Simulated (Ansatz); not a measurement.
# Worked example: B–BH–F⁺, doublet against B–BH–F, triplet

Geometry (PBE0/def2-TZVP stationary point of a triplet), kept for both states (B–BH–F, triplet: A''; B–BH–F⁺, doublet: A'):

```xyz
4

B     0.0000   -0.2860    1.6155
B     0.0000    0.4445    0.1548
F     0.0000   -0.1777   -1.0181
H     0.0000    1.6488    0.2021
```

Basis cc-pVDZ; Ansatz 0.2.0. Correlated methods freeze the noble-gas cores. R marks a restricted (for open shells ROHF) determinant, U an unrestricted one.

Full CI isn't at hand for all of this; UCCSDT(Q) serves as the reference, and is uncertain by about the last step of the cluster series.

```csv
level,"E(B–BH–F, triplet) (hartree)","E(B–BH–F⁺, doublet) (hartree)"
UHF,-149.310994,-148.994290
UMP2,-149.609757,-149.284123
UCCSD(T),-149.643756,-149.317228
PBE,-149.841503,-149.505681
B3LYP,-150.029527,-149.694039
UCCSDT(Q),-149.645593,-149.318888
```

Task: Give the vertical gap, B–BH–F⁺ doublet less B–BH–F triplet, at each level in eV (1 hartree = 27.2114 eV), and each error against UCCSDT(Q).

Result: UCCSDT(Q): (-149.318888 − (-149.645593)) × 27.2114 = 8.890 eV (the reference)
B3LYP: (-149.694039 − (-150.029527)) × 27.2114 = 9.129 eV, error 0.239 eV
PBE: (-149.505681 − (-149.841503)) × 27.2114 = 9.138 eV, error 0.248 eV
UCCSD(T): (-149.317228 − (-149.643756)) × 27.2114 = 8.885 eV, error -0.005 eV
UMP2: (-149.284123 − (-149.609757)) × 27.2114 = 8.861 eV, error -0.029 eV
UHF: (-148.994290 − (-149.310994)) × 27.2114 = 8.618 eV, error -0.272 eV

Total energies of functionals can't be set beside those of wave-function methods, since they hold the core's correlation and their own absolute errors; only the differences compare.

In so small a basis the reference is far from its limit while semilocal and hybrid functionals are nearer theirs, so the functionals' errors here hold much of the reference's basis and frozen-core error, which can add to them or hide them.

Each level lands on the state that its own search finds. T1 diagnostics of restricted CCSD: 0.027 and 0.030.
